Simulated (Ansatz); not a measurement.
Results of LDA (Ansatz, a quantum-chemistry and plane-wave program, plane waves, PAW) for rutile MnO2.

Settings: plane-wave cutoff 520 eV, 8×8×12 k mesh (along the axes of the cell as run), Fermi–Dirac smearing 0.01 eV, spin-polarised with opposed moments, scalar-relativistic PAW data made under PBE.

Computed at the level's own relaxed cell.

Task: Estimate the equilibrium volume per atom, bulk modulus and magnetic moment (largest site, within a sphere) that the calculation returns.

Result: 
- equilibrium volume per atom = 8.69 Å³/atom
- bulk modulus = 275 GPa
- magnetic moment (largest site, within a sphere) = 1.95 μB

The run finds no gap.

Note: the gap of the solid is closed in this run; the collinear magnetic order is the start's and need not be the measured one; this level leaves the solid without a gap, although one is measured; the bulk modulus comes from volumes at which shape and atoms were relaxed.

Moments are spin moments.

The computed numbers hold no vibrational or temperature effects.
